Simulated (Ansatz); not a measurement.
Species: PH$_{3}$, charge 0, singlet. PH3 (SMILES P).
HTBH set geometry:
```xyz
4

P      0.0000     0.0000     0.1264
H      1.1913     0.0000    -0.6321
H     -0.5957    -1.0317    -0.6321
H     -0.5957     1.0317    -0.6321
```

Total energies in aug-cc-pV(Q+d)Z, 8 correlated electrons, 5 frozen orbitals. UHF or UKS for unpaired electrons; spin-orbit terms are left out. Cores are frozen in correlated methods. No relativity.

| method | program | energy (Eh) | minus CCSDT(Q) (mEh) |
|---|---|---|---|
| HF | Ansatz | -342.49404 | 217.97 |
| MP2 | Ansatz | -342.67765 | 34.36 |
| CCSD | Ansatz | -342.70313 | 8.88 |
| CCSD(T) | Ansatz | -342.71087 | 1.14 |
| CCSDT(Q) | Ansatz | -342.71201 | 0.00 |

Ansatz is an electronic-structure program.
